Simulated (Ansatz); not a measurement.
# C4H7Cl: the cost of one run

All numbers are computed with Ansatz 0.2.0, driven from Python. Level of theory: PBE0/6-31G*.

## Step 1: The system

The script builds its own geometries from the SMILES CC=C(C)Cl.

The script holds or builds the structure itself.

## Step 2: The script

File c4h7cl_conformers.py:

```python
"""Conformer energies of C4H7Cl."""

import ansatz
from rdkit import Chem
from rdkit.Chem import AllChem

rd = Chem.AddHs(Chem.MolFromSmiles("CC=C(C)Cl"))
ids = list(AllChem.EmbedMultipleConfs(rd, numConfs=20, randomSeed=310, pruneRmsThresh=0.4))
field = [energy for _, energy in AllChem.MMFFOptimizeMoleculeConfs(rd)]
distinct = {round(e, 2): i for i, e in zip(ids, field)}
chosen = sorted(distinct.items())[:3]
found = []
for force_field, index in chosen:
    mol = ansatz.Crystal.molecule()
    for atom, xyz in zip(rd.GetAtoms(), rd.GetConformer(index).GetPositions()):
        mol = mol.atom(atom.GetSymbol(), xyz.round(5).tolist())
    calculation = mol.calculation().basis(gaussian="6-31G*").functional("PBE0").accuracy("high")
    found.append(calculation.run(threads=1).report["free_energy_ev"])
print("conformer   MMFF (kcal/mol)   this level (eV)")
for (force_field, index), e in zip(chosen, found):
    print(f"{index:9d} {force_field - chosen[0][0]:17.2f} {(e - min(found)):17.3f}")
```

## Step 3: The calls as engine input

The package turns the script's settings into the engine's input (first run):

```yaml
crystal:
  periodic: [false, false, false]
  atoms:
    - { symbol: C, position_ang: [1.38252, 0.90765, -0.4299] }
    - { symbol: C, position_ang: [0.77265, -0.43656, -0.66069] }
    - { symbol: C, position_ang: [-0.44933, -0.85576, -0.29481] }
    - { symbol: C, position_ang: [-1.50602, -0.08731, 0.4335] }
    - { symbol: Cl, position_ang: [-0.91741, -2.4849, -0.68956] }
    - { symbol: H, position_ang: [1.64439, 1.3624, -1.39047] }
    - { symbol: H, position_ang: [0.7274, 1.60106, 0.10066] }
    - { symbol: H, position_ang: [2.30066, 0.79912, 0.15602] }
    - { symbol: H, position_ang: [1.42149, -1.13388, -1.19002] }
    - { symbol: H, position_ang: [-1.20341, 0.9335, 0.67689] }
    - { symbol: H, position_ang: [-2.41533, -0.02041, -0.17354] }
    - { symbol: H, position_ang: [-1.75763, -0.58491, 1.37631] }
accuracy: high
basis:
  gaussian:
    orbitals: "6-31G*"
hamiltonian:
  xc: pbe0
```

## Step 4: Running it

Run with:

```console
python c4h7cl_conformers.py
```

Q: Estimate wall time and peak memory on 1 thread of AMD EPYC 9B14 (Zen 4), shared host.

About 14 s, with a peak of 0.48 GiB.
